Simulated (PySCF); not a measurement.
Fluoroacetylene, C2HF, SMILES C#CF, point group C∞v.

Level: B3LYP/pcJ-1 in PySCF (density fitting, grid level 2); geometry and Hessian at that level, cubic constants and property derivatives from steps of ±0.6 along each species' dimensionless normal coordinates, second-order vibrational perturbation theory. The parent has the commonest isotopes.

Equilibrium geometry (Å):

```json
{"atom": "C1", "x": "-0.6330", "y": "0.0670", "z": "-0.6697"}
{"atom": "C2", "x": "0.5445", "y": "-0.0469", "z": "-0.5211"}
{"atom": "F3", "x": "1.8088", "y": "-0.1693", "z": "-0.3613"}
{"atom": "H4", "x": "-1.6794", "y": "0.1683", "z": "-0.8017"}
```

(1) Give the equilibrium and ground-state rotational constants (MHz) of parent; ²H at 4; ¹³C at 2; ¹³C at 2, ²H at 4; ¹³C at 1; ¹³C at 1, ²H at 4.

(2) And its quartic centrifugal distortion constants from the harmonic force field?

Results:

(1) 
```csv
species,Be,B0,harmonic ZPE (cm⁻¹)
parent,9729.5,9701.3,4520
²H at 4,8752.4,8731.7,3896
¹³C at 2,9723.9,9695.6,4477
"¹³C at 2, ²H at 4",8750.2,8729.5,3852
¹³C at 1,9397.3,9369.9,4486
"¹³C at 1, ²H at 4",8502.9,8482.6,3860
```

(2) Linear top: D = 3.31 kHz.
